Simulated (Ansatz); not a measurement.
Ansatz (a first-principles code) input (wB97M-V/def2-TZVPP): A basis named .json is the Basis Set Exchange file of that set (core-valence sets with the plain set on hydrogen).

Ansatz 0.2 input:
```yaml
crystal:
  periodic: [false, false, false]
  atoms:
    - {symbol: O, position_ang: [0.01382699, -0.00208751, 0.60715025]}
    - {symbol: C, position_ang: [-0.02150103, 0.16263942, -0.61155375]}
    - {symbol: H, position_ang: [0.01839031, -0.95913641, -1.18787951]}
basis:
  gaussian:
    orbitals: def2-TZVPP
    fitting: {mean_field: def2-universal-JKFIT.json}
hamiltonian:
  xc: {name: wB97M-V}
total_charge: -1
magnetization: {spin_polarized: false}
```

Output:

```
Functional definition: wB97M-V
integrals: 0.01 GiB planned
170 factors; integrals over basis functions are off by at most 1.2e0 eV
integrals: 0.05 GiB planned
170 factors; integrals over basis functions are off by at most 6.9e-6 eV
mean field: 0.17 GiB planned
mean field evaluation 1: about -3097.1455 eV, gradient 2.4e1 eV
mean field evaluation 2: about -3097.2738 eV, gradient 2.8e1 eV
mean field evaluation 4: about -3098.4225 eV, gradient 1.4e0 eV
mean field evaluation 8: about -3098.4328 eV, gradient 2.5e-2 eV
mean field -3098.43277500 eV, -113.8653042882 hartree, gradient 6.8e-5 eV, S^2 0.000000; 0 other end points of the search recorded, 0 dependent functions left out
reference -3098.43280292 eV, -113.8653053141 hartree; 8, 8 occupied and 68, 68 virtual orbitals, 170 factors
Total energy: -3098.43280292 eV, -113.8653053141 hartree
```
